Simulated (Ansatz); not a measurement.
A nudged elastic band was laid between two geometries of CH5B + H2S (10 atoms, charge 0, multiplicity 1).

These are results of RHF/cc-pVDZ (Ansatz), not measurements.

```yaml
movable_images: 7
climbing_image: yes
spring: 5.0 eV/Å²
optimiser: quadratic models (default)
start_path: through a guess of the saddle point
force_threshold: 0.03 eV/Å
iteration_limit: 60
end_points: relaxed
```

Image 0:

```xyz
10
Properties=species:S:1:pos:R:3
B 0.156 -0.392 -0.084
H 0.225 -0.849 1.028
C 1.452 -0.182 -0.951
H 1.618 -1.141 -1.467
H 1.347 0.577 -1.728
H 2.352 0.016 -0.365
H -0.937 -0.219 -0.555
S -0.064 2.609 1.309
H 1.016 2.518 2.096
H -0.901 2.128 2.238
```

Image 8:

```xyz
10
Properties=species:S:1:pos:R:3
B 0.213 0.938 -0.702
H -0.803 -0.879 3.406
C 1.529 0.126 -0.991
H 1.369 -0.923 -0.715
H 1.729 0.127 -2.068
H 2.418 0.488 -0.472
H -0.821 0.648 -1.235
S 0.074 2.346 0.423
H 1.342 2.428 0.851
H -0.783 -0.235 3.025
```

(1) Which bonds break or form, and what moves?

(2) What energy profile does the band end with?

(3) What is the geometry of the highest image?

The band took 18 iterations and of the order of 2.1 core-minutes.

## Answers

(1) Bonds broken: B1–H2, S8–H10. Bonds formed: B1–S8, H2–H10. CH5B + H2S becomes CH5BS + H2.

(2) It converged. The highest image is number 3 of 0 to 8, 1.37 eV above the first end and 1.84 eV above the last; the last end lies 0.47 eV below the first. Neighbouring images differ by up to 1.2 eV, so the band resolves the path poorly. A vibrational analysis at the climbing image gives one clearly imaginary mode, 1364i cm⁻¹: a first-order saddle point. The orbitals stay closed-shell, which can raise the energy where a bond breaks towards radicals; this wasn't checked here.

```
image  path coordinate (Å)  energy (eV)  B1–H2 (Å)  S8–H10 (Å)  B1–S8 (Å)
    0                 0.00         0.00       1.20        1.34       3.32
    1                 1.00         0.01       1.20        1.34       3.20
    2                 2.00         0.20       1.21        1.34       2.87
    3                 3.00         1.37       1.31        1.63       2.12
    4                 3.87         0.14       2.02        2.39       1.86
    5                 4.73        -0.36       2.73        2.99       1.82
    6                 5.59        -0.46       3.45        3.52       1.81
    7                 6.45        -0.47       4.16        3.80       1.81
    8                 7.32        -0.47       4.60        3.76       1.81
```

(3) 
```xyz
10
Properties=species:S:1:pos:R:3:forces:R:3
B 0.001 0.246 0.115 0.00 0.00 -0.02
H -0.017 -0.440 1.230 0.00 -0.01 0.01
C 1.376 0.056 -0.657 0.00 0.00 -0.01
H 1.455 -0.967 -1.038 0.00 0.00 0.00
H 1.428 0.730 -1.517 0.00 0.00 0.00
H 2.255 0.242 -0.033 0.00 0.00 0.00
H -1.080 0.092 -0.374 0.00 0.00 0.01
S -0.176 2.153 1.018 0.00 0.00 0.00
H 1.118 2.359 1.297 0.00 0.00 0.00
H -0.095 0.594 1.482 0.00 0.00 -0.01
```

Time of the run: 2.1 min on 1 thread of Arm Neoverse V2, on a shared host, peak memory 0.14 GiB.
